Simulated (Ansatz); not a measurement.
Program: Ansatz. Geometries: PBE0-D4/def2-TZVP. ΔE: electronic, gas phase. CCSD(T)/CBS adds triple-zeta CCSD(T) − MP2 to the extrapolated MP2 energy (def2 sets, frozen cores). This one scheme is used for every species. Functionals use def2-TZVPP. For Na outer-core shells are correlated without core-valence functions, which leaves a few kJ/mol of doubt a bond.

`[OH][Na]` + HCl → `[Na][Cl]` + H₂O  (ligand exchange at the Na–O bond)

```csv
species,revPBE energy (Eh)
`[OH][Na]`,-238.09548
HCl,-460.73583
`[Na][Cl]`,-622.44797
H₂O,-76.44013
```

Problem. Work out ΔE.

Solution. ΔE = (-622.44797) + (-76.44013) − (-238.09548) − (-460.73583) = -0.05679 Eh = -149.1 kJ/mol. CCSD(T)/CBS gives -150.8 kJ/mol.

Problem. What do rigid-rotor, harmonic-oscillator terms from PBE0-D4/def2-TZVP frequencies (298.15 K, 1 bar) make of the CCSD(T)/CBS value? (Estimate.)

Solution. Computed: ΔZPE = +11.1 kJ/mol, ΔH = -141.1 kJ/mol, ΔS = -5 J/(mol·K), ΔG = -139.7 kJ/mol.

Largest T1 diagnostic among the species: 0.012.

From BLYP to BHLYP (50 % exact exchange), in def2-TZVPP and without D4, ΔE moves by −19.6 kJ/mol. Leaving LDA and LC-ωPBE aside and taking each functional with its dispersion term where it has one, the values, not all of them listed here, spread over 20.5 kJ/mol, from BHLYP-D4 to BLYP-D4. LDA lies +3.1 kJ/mol from PBE without D4.
